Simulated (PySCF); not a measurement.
**Which basis set comes closest?**

Molecule: `[BH3-][NH3+]`, BH₆N.

Atom-mapped SMILES (the numbers label the heavy atoms): `[BH3-:1][NH3+:2]` (H(Xn): hydrogen on atom n).

Geometry PBE0-D3(BJ)/def2-SVP throughout; GIAO in PySCF, gas phase, one conformer, non-relativistic; equivalent atoms averaged; functional PBE0.

Reference values (measured; solution, THF; H. S. Rzepa et al., J. Org. Chem. 2018, An accessible method for DFT calculation of 11B NMR shifts): δ(B1) = -22.0 ppm vs BF3.OEt2. Computed shifts are taken against BF3·OEt2, calculated as an isolated molecule at each level.

Question: How do the basis sets STO-3G, 6-31G, pcSseg-0, 6-31G*, def2-SVP, cc-pVDZ, pcSseg-1, 6-311+G(2d,p), def2-TZVP, aug-cc-pVDZ, IGLO-III, cc-pVTZ, pcSseg-2 perform against the reference? Times are CPU seconds on shared hosts with different chips, so compare them loosely.

Answer: 
```csv
basis set,functions,B1,abs. error B,core-s
STO-3G,16,-9.9,12.1,0.87
6-31G,30,-24.6,2.6,1.6
pcSseg-0,30,-25.0,3.0,1.5
6-31G*,40,-22.9,0.9,2.6
def2-SVP,58,-24.7,2.7,3.2
cc-pVDZ,58,-22.3,0.3,2.2
pcSseg-1,64,-24.2,2.2,2.7
"6-311+G(2d,p)",90,-24.7,2.7,4.9
def2-TZVP,98,-24.9,2.9,5.5
aug-cc-pVDZ,100,-21.7,0.3,3.6
IGLO-III,130,-23.8,1.8,4.8
cc-pVTZ,144,-25.1,3.1,5.5
pcSseg-2,156,-24.4,2.4,4.8
```

For 11B the closest is cc-pVDZ (0.3 ppm, with aug-cc-pVDZ practically level) and the furthest STO-3G (12.1 ppm). Where a smaller basis beats a larger one, errors probably cancel; the largest sets show where the functional converges. One molecule is a small sample, and vibrational and solvent effects are absent from the calculation.

A small basis that lands close on one nucleus may do so by chance; judge by the trend and by all nuclei.
